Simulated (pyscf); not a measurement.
Thermochemistry of product channels of `[S]=[Ge]` [singlet] + `[FH]` on the singlet surface, in eV, from CCSD(T)/def2-TZVPP + ΔMP2(QZVPP) energies (ideal gas, 1 atm, RRHO with modes under 100 cm⁻¹ raised to 100, one conformer, R ln 2 for chiral ones without a mode under 150 cm⁻¹). Structures and frequencies: ωB97X-D3(BJ)/def2-SVP in PySCF. Correlated levels are frozen-core, on RHF or UHF. ΔMP2 is the change of the MP2 total energy from the triple- to the quadruple-zeta basis.

```tsv
products	ΔE	ΔH(298 K)	ΔG(600 K)	ΔG(900 K)
`[F][GeH]=[S]`	?	-0.16	+0.59	+0.96
`[F][Ge][SH]` [singlet]	?	-0.81	-0.10	+0.24
```

Q: Complete the blanks.

A: 
- `[F][GeH]=[S]`, ΔE: -0.13
- `[F][Ge][SH]` [singlet], ΔE: -0.78

The channel to F–Ge:–SH [singlet] turns unfavourable between 298 and 1200 K (ΔG from -0.45 eV to +0.58 eV).

These are energies of the channels, which say nothing of barriers. The CCSD(T) − MP2 part came from Ansatz, without density fitting, on the same reference. The frozen core leaves the outer d or s,p core shells of the metals and heavy elements correlated in the MP2 and CC values, and def2-TZVPP describes them poorly, which can shift differences by a few kcal/mol. Elements up to Kr have no core potential and no relativistic terms here.
